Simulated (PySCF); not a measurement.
## Property card for `O=P` (HPO)

HPO.
SMILES with atom numbers: `[O:1]=[PH:2]` (hydrogens: H3 on P2)

Geometry (GFN2-xTB, Å), atoms numbered from 1 in this order:
```xyz
3
HOP angstrom
O      1.1908    0.0106   -0.0035
P     -0.1479    0.5813   -0.0107
H     -1.0315   -0.5944    0.0016
```

GFN2-xTB geometry:

* Point group of the GFN2-xTB geometry: Cs
* Rotational constants A, B, C of the GFN2-xTB geometry: 259.851, 21.862, 20.165 GHz

wB97X-D/def2-SVPD ground state and vertical TDDFT (core frozen in the response) (PySCF):

- Dipole moment: 2.28 D
- HOMO energy: -9.47 eV
- LUMO energy: -1.39 eV
- HOMO–LUMO gap: 8.08 eV
- Lowest singlet excitation: 2.48 eV (499 nm, f = 0.003)
- Strongest line among the 8 lowest singlet transitions: S6 at 7.59 eV (163 nm, f = 0.141)
- Lowest triplet excitation (Tamm–Dancoff): 1.65 eV
- Static isotropic polarisability: 27.3 au
- Electronic spatial extent ⟨r²⟩ about the centre of nuclear charge: 91 bohr²

Monoisotopic mass from the formula: 47.9765 u.

The 8 singlets span 2.48 to 9.61 eV, and their oscillator strengths add up to 0.39. The polarisability is 4.05 Å³ as a volume (1 au = 0.148185 Å³), or 1.14 au for each of the 24 electrons. The dipole matches unit charges of opposite sign 0.48 Å apart (1 e·Å = 4.8032 D). 1 of the 8 computed singlets lies in the visible range (750 to 380 nm, 1.65 to 3.26 eV), with an oscillator strength of 0.003. The rotational constants make it an asymmetric top with κ = (2B − A − C)/(A − C) = -0.99, nearer the prolate limit (−1). The largest Löwdin shares of the LUMO are 0.62 on P2, 0.31 on O1 and 0.08 on H3. The vertical singlet–triplet gap S1 − T1 is 0.83 eV (TDDFT singlet less Tamm–Dancoff triplet; S1: HOMO→LUMO, weight 0.99; T1: HOMO→LUMO, weight 0.99). The largest Löwdin shares of the HOMO are 0.44 on P2, 0.37 on O1 and 0.19 on H3.

Isolated species at its GFN2-xTB geometry, gas phase.
